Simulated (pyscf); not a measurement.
Structures and frequencies: ωB97X-D3(BJ)/def2-SVP in PySCF. MP2 and CC: frozen core, UHF for open shells. ΔMP2 is the change of the MP2 total energy from the triple- to the quadruple-zeta basis.

### Question
Estimate by transition-state theory the rate constant of `[O]=[SiH2]` + `[NH3]` → `[OH][SiH]` [singlet] + `[NH3]` (singlet surface; H–Si, H–N broken, H–O, H–N formed) at 1200 K, with CCSD(T)/def2-TZVPP + ΔMP2(QZVPP) energies (ideal gas, 1 atm, RRHO with modes under 100 cm⁻¹ raised to 100, one conformer, R ln 2 for chiral ones without a mode under 150 cm⁻¹; no tunnelling).

### Answer
The electronic barrier is 27.1 kcal/mol and the thermal terms add +38.7, so ΔG‡ = 65.9 kcal/mol. With k_BT/h = 2.50e+13 s⁻¹ and RT = 2.385 kcal/mol, and a volume of 1.64e-19 cm³ per molecule at 1 atm, k = 4.1e-18 cm³ molecule⁻¹ s⁻¹. Wigner's tunnelling factor for 1257i cm⁻¹ would be 1.09. A shift of 1 kcal/mol in the barrier changes k by a factor 1.5. On the reactant side the descent ends in a complex, 5.3 kcal/mol under the separated species and 30.6 kcal/mol under the saddle at ωB97X-D3(BJ)/def2-TZVP. On the product side the descent ends in a bound adduct, 10.2 kcal/mol under the separated species and 35.7 kcal/mol under the saddle at ωB97X-D3(BJ)/def2-TZVP. The reactants may also form a dative adduct at O=SiH₂; it and routes through it were not searched. The same reactants have a lower exit, to H₂N–SiH₂–OH (barrier -19.6 kcal/mol at ωB97M-D3(BJ), against +24.8 kcal/mol here). One saddle was located; it need not be the lowest between these sides. The CCSD(T) − MP2 part came from Ansatz, without density fitting, on the same reference.
